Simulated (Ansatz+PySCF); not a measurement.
Values are calculated unless marked as measured or tabulated.
Input for PySCF 2.14.0:

```python
from pyscf import gto, scf, mp

mol = gto.M(atom="""
H 0.910160 1.252830 -2.200000
H 0.893090 -1.200660 -2.200000
H -0.937760 -1.211090 -2.200000
C -0.013800 0.688050 -2.200000
C -0.013800 -0.646310 -2.200000
""", basis='cc-pvtz', charge=0, spin=1)
mf = scf.UHF(mol)
mf.kernel()
pt = mp.MP2(mf, frozen=2).run()
print(mf.e_tot, pt.e_corr, pt.e_tot)
```

The script is written out from the run's settings.

Output:

- Converged: yes
- Reference energy: -77.41654 hartree
- Correlation energy: -0.28148 hartree
- Total energy: -77.69802 hartree
- Spin squared of the determinant: 1.001

Caution: the unrestricted determinant is spin contaminated.
